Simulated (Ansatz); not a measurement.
## Ansatz (development build ahead of 0.2.0) run

```yaml
crystal:
  periodic: [false, false, false]
  atoms:
    - { symbol: H, position_ang: [0.01418, 0.01127, -0.02877] }
    - { symbol: C, position_ang: [0.79555, -0.01775, 0.73789] }
    - { symbol: "N", position_ang: [1.65111, -0.04916, 1.56752] }
basis:
  gaussian: { orbitals: def2-SVP }
total_charge: 1
magnetization:
  spin_polarized: true
  initial_magnetization: 1
hamiltonian:
  xc: hf
output:
  forces: true
```

The input is written out in the form of the current development build from the run's settings.

Results

* Converged: yes
* Total energy: -92.35601 hartree
* Spin squared of the determinant: 0.771
* Stability test: minimum

Forces (eV/Å):
```tsv
atom	Fx	Fy	Fz
H1	-0.012	0.000	0.003
C2	0.567	-0.020	0.523
N3	-0.555	0.020	-0.526
```
